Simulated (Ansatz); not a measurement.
in.yaml

```yaml
crystal:
  periodic: [false, false, false]
  atoms:
    - {symbol: B, position_ang: [-2.338009, 0.040114, 0.000000]}
    - {symbol: H, position_ang: [-2.934742, 1.073685, 0.000000]}
    - {symbol: H, position_ang: [-2.934742, -0.993457, 0.000000]}
    - {symbol: H, position_ang: [-0.530009, 0.040114, 0.000000]}
    - {symbol: Si, position_ang: [1.012991, 0.040114, 0.000000]}
    - {symbol: H, position_ang: [1.625172, -0.834170, 1.090012]}
    - {symbol: H, position_ang: [1.625172, -0.834170, -1.090012]}
basis:
  gaussian: {orbitals: cc-pVDZ}
magnetization: {spin_polarized: true, initial_magnetization: 0}
hamiltonian: {xc: {name: revPBE}}
```

```sh
$ ansatz run in.yaml --threads 1 --pin off --events-out ev --progress --plain --max-ram 2393MiB
```

Log:

```
682 factors; their error is unknown
mean field evaluation 1: about -8627.0451 eV, gradient 1.2e1 eV
mean field evaluation 2: about -8624.1450 eV, gradient 1.8e1 eV
mean field evaluation 4: about -8628.4385 eV, gradient 1.5e0 eV
mean field evaluation 8: about -8628.4616 eV, gradient 6.9e-2 eV
mean field evaluation 16: about -8628.4387 eV, gradient 4.2e-5 eV
mean field evaluation 32: about -8628.4704 eV, gradient 1.1e-5 eV
mean field evaluation 64: about -8627.3980 eV, gradient 4.2e-4 eV
mean field evaluation 96: about -8625.2275 eV, gradient 1.1e1 eV
mean field evaluation 128: about -8628.2139 eV, gradient 1.2e0 eV
mean field -8628.47042075 eV, -317.0904393751 hartree, gradient 1.1e-5 eV, S^2 0.333930; 12 other end points of the search recorded, 0 dependent functions left out
reference -8628.47046604 eV, -317.0904410398 hartree; 12, 12 occupied and 45, 45 virtual orbitals, 682 factors
Total energy: -8628.47046604 eV, -317.0904410398 hartree
```

Ran on 1 thread of Arm Neoverse V1, shared host: 11 s wall, 0.22 GiB peak host memory.
